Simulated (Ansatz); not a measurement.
# Two structures, one formula

Two relaxed structures of CH$_{4}$NSi, doublet (PBE0-D4/def2-TZVP; forces vanish, vibrations not checked).

A:

```
7
angstrom
C -0.5220 -0.3964 -0.8112
Si -0.7696 0.7926 0.4757
N 0.4824 -0.3811 0.1792
H -0.7443 -1.1853 -1.5132
H -0.5335 2.2314 0.2133
H 1.4728 -0.3756 -0.0281
H -1.5529 0.5891 1.7158
```

B:

```
7
angstrom
C -1.3178 -0.4532 -1.0823
Si -0.2614 0.4280 -0.1524
N 1.0201 -0.1655 0.7764
H -2.0100 -1.0033 -1.6868
H -0.3064 1.8960 -0.0127
H 1.6184 0.4378 1.3129
H 1.2571 -1.1397 0.8449
```

Ansatz 0.2.0; basis: def2-TZVPP; cores frozen in the correlated methods; orbitals are unrestricted. B3LYP uses VWN-RPA correlation.

Problem. Which structure is lower at CCSD(T), and by how much? (An estimate is asked for; the value comes from the calculation.)

Solution. By the calculation: B, by 1.64 kcal/mol (electronic energy, against the other). By their contacts, A is CH₄NSi ([CH]1[NH][SiH2]1) and B is CH₄NSi ([CH][SiH][NH2]).

Problem. Do the other methods give the same order? (A judgement: the text doesn't fix the answer.)

Solution. The calculation gives: Not all: PBE-D4, PBE0-D4, MP2 give the other order.

```json
{"method": "PBE-D4", "E(B) − E(A) (kcal/mol)": "2.15"}
{"method": "r2SCAN-D4", "E(B) − E(A) (kcal/mol)": "-0.51"}
{"method": "PBE0-D4", "E(B) − E(A) (kcal/mol)": "1.53"}
{"method": "B3LYP-D4", "E(B) − E(A) (kcal/mol)": "-1.52"}
{"method": "wB97M-V", "E(B) − E(A) (kcal/mol)": "-0.08"}
{"method": "HF", "E(B) − E(A) (kcal/mol)": "-7.03"}
{"method": "MP2", "E(B) − E(A) (kcal/mol)": "1.12"}
{"method": "CCSD", "E(B) − E(A) (kcal/mol)": "-2.30"}
{"method": "CCSD(T)", "E(B) − E(A) (kcal/mol)": "-1.64"}
```

T1 diagnostic: at most 0.027. ⟨S²⟩ of the unrestricted Hartree–Fock references: 0.77 to 0.86 (a pure state has 0.75). The unrestricted reference is spin-contaminated, which hurts MP2 most.

Labels in which every atom is bracketed show which atoms are joined, not bond orders.

For scale, one of the runs: CCSD(T)/def2-TZVPP, 160 basis functions, launched by `ansatz run in.yaml --threads 2 --pin off --events-out ev --progress --plain --max-ram 4352MiB`. Time: 49 s of wall clock on 2 CPU threads of an Arm Neoverse V2; the host was shared. Peak host memory: 2.7 GiB.
